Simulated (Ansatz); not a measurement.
Equilibrium lattice constant a (Å) of solids drawn from the class of alkali halides, at two levels: PBE in Ansatz (plane waves, PAW), and PBE0 (Ansatz, a quantum-chemistry and plane-wave program, PAW).

| solid | PBE | PBE0 |
|---|---|---|
| rock-salt NaCl | 5.696 | 5.649 |
| rock-salt NaF | 4.701 | 4.637 |
| rock-salt KF | 5.421 | 5.367 |
| rock-salt LiF | 4.068 | ? |
| rock-salt KI | 7.182 | 7.140 |
| rock-salt KCl | 6.382 | 6.341 |
| rock-salt KBr | 6.705 | 6.663 |
| rock-salt NaI | 6.530 | 6.482 |
| rock-salt LiCl | 5.150 | 5.110 |
| rock-salt LiBr | 5.511 | 5.469 |

Task: Estimate the withheld PBE0 value from the other rows.

Result: One way: carry over the typical ratio. The ratios PBE0 / PBE of the other rows, in order: 0.9864, 0.9900, 0.9917, 0.9922, 0.9924, 0.9926, 0.9936, 0.9937, 0.9942; median 0.9924. Rock-salt LiF: 4.068 × 0.9924 = 4.037 Å; the run gives 4.009 Å. The ratios spread from 0.9864 to 0.9942, so such an estimate is rough. Rock-salt LiF lies outside that spread.

Over all 10 rows PBE0 is the larger in 0.

Spin–orbit coupling is left out, also for the solids with elements from indium on (rock-salt KI, rock-salt NaI); its size isn't shown.

Ansatz's density-functional and Hartree–Fock values are scalar-relativistic unless marked +SOC, with PAW data made under PBE.
